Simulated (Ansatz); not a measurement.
The inner images of a band of CH5B + FH (9 atoms, charge 0, multiplicity 1) are given out of order.

Level of theory: RKS PBE0-D4/def2-SVP (Ansatz).

Image 0:

```xyz
9
Properties=species:S:1:pos:R:3
B 0.008 0.015 0.286
C 0.033 0.207 1.851
H -0.904 -0.044 2.376
H 0.888 -0.259 2.368
H 0.163 1.297 1.994
H 1.054 0.016 -0.323
H -1.011 0.256 -0.322
F -0.235 -2.022 0.307
H -0.352 -2.082 1.225
```

Image 8:

```xyz
9
Properties=species:S:1:pos:R:3
B -0.060 -0.445 -0.731
C -0.019 -0.130 2.537
H -0.930 0.072 3.115
H 0.845 -0.176 3.212
H 0.134 0.680 1.810
H 1.067 -0.012 -0.794
H -1.057 0.238 -0.760
F -0.212 -1.752 -0.647
H -0.124 -1.092 2.018
```

Task: Put them in order from the first end to the last, with their energies above the first end.
A.
```xyz
9
Properties=species:S:1:pos:R:3
B -0.044 -0.467 -0.364
C -0.030 -0.102 2.267
H -0.931 -0.054 2.888
H 0.867 -0.271 2.873
H 0.078 0.836 1.707
H 1.089 -0.046 -0.368
H -1.025 0.236 -0.409
F -0.218 -1.782 -0.435
H -0.142 -0.968 1.602
```
B.
```xyz
9
Properties=species:S:1:pos:R:3
B -0.017 -0.453 -0.673
C -0.051 -0.123 2.494
H -0.845 -0.012 3.243
H 0.927 -0.153 2.992
H -0.081 0.734 1.808
H 1.134 -0.086 -0.629
H -0.968 0.287 -0.765
F -0.249 -1.751 -0.652
H -0.206 -1.060 1.942
```
C.
```xyz
9
Properties=species:S:1:pos:R:3
B -0.037 -0.398 0.057
C -0.024 -0.072 1.995
H -0.956 -0.135 2.560
H 0.864 -0.348 2.569
H 0.097 0.977 1.678
H 1.077 -0.029 -0.240
H -1.008 0.245 -0.276
F -0.225 -1.821 0.043
H -0.147 -1.036 1.374
```
D.
```xyz
9
Properties=species:S:1:pos:R:3
B -0.020 -0.242 0.201
C -0.013 -0.024 1.896
H -0.941 -0.142 2.478
H 0.856 -0.350 2.487
H 0.108 1.063 1.750
H 1.075 -0.033 -0.260
H -1.009 0.240 -0.291
F -0.237 -1.863 0.268
H -0.176 -1.266 1.232
```
E.
```xyz
9
Properties=species:S:1:pos:R:3
B -0.039 -0.463 -0.159
C -0.031 -0.084 2.136
H -0.958 -0.097 2.716
H 0.862 -0.314 2.723
H 0.086 0.896 1.657
H 1.088 -0.038 -0.262
H -1.014 0.236 -0.307
F -0.212 -1.801 -0.212
H -0.138 -0.953 1.469
```
F.
```xyz
9
Properties=species:S:1:pos:R:3
B -0.038 -0.464 -0.545
C -0.035 -0.112 2.396
H -0.922 -0.007 3.034
H 0.865 -0.224 3.015
H 0.067 0.785 1.769
H 1.098 -0.052 -0.534
H -1.021 0.239 -0.565
F -0.218 -1.772 -0.584
H -0.152 -1.011 1.775
```
G.
```xyz
9
Properties=species:S:1:pos:R:3
B -0.003 -0.072 0.262
C 0.011 0.097 1.851
H -0.923 -0.116 2.402
H 0.867 -0.327 2.405
H 0.136 1.192 1.905
H 1.062 -0.028 -0.305
H -1.012 0.250 -0.317
F -0.262 -1.971 0.336
H -0.232 -1.641 1.222
```

Result: G (+0.11 eV), D (+0.49 eV), C (-0.34 eV), E (-1.06 eV), A (-1.33 eV), F (-1.42 eV), B (-1.43 eV).

The run took 2.5 min on 2 threads of Arm Neoverse V1, on a shared host, peak memory 0.13 GiB.
